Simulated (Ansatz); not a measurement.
Consider the atomization: `O=C(F)F` → C• + 2 F• + O•.

Program: Ansatz. Geometries: PBE0-D4/def2-TZVP. ΔE: electronic, gas phase. CBS: def2 TZ/QZ extrapolation, frozen cores. Functionals use def2-TZVPP. No spin–orbit coupling; open shells (•) take unrestricted orbitals. Spin–orbit coupling would lower the free atoms: a little for C, F, O.

```csv
level,ΔE (kcal/mol)
CAM-B3LYP,421.7
RPA@PBE/def2-TZVPP,373.2
CCSD(T)/def2-TZVPP,405.7
HF/CBS(cc),266.6
```

Q: What does CCSD(T)/CBS give? (Estimate.)

A: Computed: +418.8 kcal/mol. The listed levels differ from it by 2.9, -45.6, -13.1, -152.2 kcal/mol.

Q: What do rigid-rotor, harmonic-oscillator terms from PBE0-D4/def2-TZVP frequencies (298.15 K, 1 bar) make of the CCSD(T)/CBS value? (Best estimate.)

A: Computed: ΔZPE = -9.0 kcal/mol, ΔH = +413.1 kcal/mol, ΔS = 382 J/(mol·K), ΔG = +385.9 kcal/mol. Open shells count their whole term as degenerate.

Largest T1 diagnostic among the species: 0.014.

From BLYP to BHLYP (50 % exact exchange), in def2-TZVPP and without D4, ΔE moves by −42.9 kcal/mol: exact exchange takes away binding that semilocal exchange gives to molecules. In def2-TZVPP, CCSD(T) changes the Hartree–Fock value by +140.3 kcal/mol (the triples alone add +12.3 kcal/mol) and MP2 by +167.7 kcal/mol; breaking electron pairs costs correlation energy, which Hartree–Fock lacks. At CCSD(T), def2-SVP lies −19.9 kcal/mol from the extrapolated value and def2-TZVPP −13.1 kcal/mol: correlation converges slowly with the basis, and small sets miss more of it in the bonded molecule than in its fragments.

CCSD(T)/CBS has its own doubt, a few kJ/mol and more with outer-core shells, so smaller differences from it don't rank the levels.
